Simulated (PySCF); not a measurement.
# What binds OH⁺: the parts of the energy along the bond

State: ³Σ⁻, triplet, unpaired electrons π ↑↑. ROHF-based CCSD(T) in PySCF 2.14 with H aug-cc-pVTZ, O aug-cc-pVTZ and H aug-cc-pVQZ, O aug-cc-pVQZ (frozen core orbitals: 1; no relativity). Correlation energies are extrapolated as n⁻³ (n = 3, 4), Hartree–Fock as (n+1)·exp(−9√n). CV is the change on freezing 0 orbitals instead, in H cc-pVTZ, O cc-pwCVTZ. SR is the spin-free X2C energy in H cc-pVTZ-DK, O cc-pVTZ-DK less the non-relativistic one in H cc-pVTZ, O cc-pVTZ. All energies in eV from H⁺ + O.

```json
{"R (Å)": "0.9155", "HF/CBS": "-4.977", "CCSD corr.": "0.029", "(T)": "0.0152", "CV": "0.0022", "SR": "-0.0022", "total": "-4.933"}
{"R (Å)": "0.9571", "HF/CBS": "-5.123", "CCSD corr.": "-0.002", "(T)": "0.0121", "CV": "0.0035", "SR": "-0.0021", "total": "-5.112"}
{"R (Å)": "0.9987", "HF/CBS": "-5.173", "CCSD corr.": "-0.034", "(T)": "0.0089", "CV": "0.0045", "SR": "-0.0021", "total": "-5.196"}
{"R (Å)": "1.0403", "HF/CBS": "-5.149", "CCSD corr.": "-0.066", "(T)": "0.0056", "CV": "0.0054", "SR": "-0.0021", "total": "-5.207"}
{"R (Å)": "1.0820", "HF/CBS": "-5.071", "CCSD corr.": "-0.098", "(T)": "0.0021", "CV": "0.0061", "SR": "-0.0022", "total": "-5.164"}
{"R (Å)": "1.1340", "HF/CBS": "-4.918", "CCSD corr.": "-0.139", "(T)": "-0.0025", "CV": "0.0069", "SR": "-0.0023", "total": "-5.055"}
{"R (Å)": "1.1860", "HF/CBS": "-4.723", "CCSD corr.": "-0.178", "(T)": "-0.0073", "CV": "0.0075", "SR": "-0.0025", "total": "-4.904"}
```

A fit to the total gives Re = 1.0266 Å, De = 5.210 eV, ωe = 3131.4 cm⁻¹, Be = 16.87 cm⁻¹ (masses 1.0078 and 15.9949 u).

Question: At R = 1.0403 Å the CCSD correlation energy is -0.172736 hartree in the smaller basis and -0.183199 in the larger. Extrapolate it.

Answer: (4³·E4 − 3³·E3)/(4³ − 3³) = -0.19083 hartree; the larger basis holds 96.0 % of it.

The T1 diagnostic is 0.018. The state was picked by a PBE0 search and need not be the measured ground state. Spin–orbit coupling, excitations beyond (T) and corrections to the Born–Oppenheimer picture are left out.
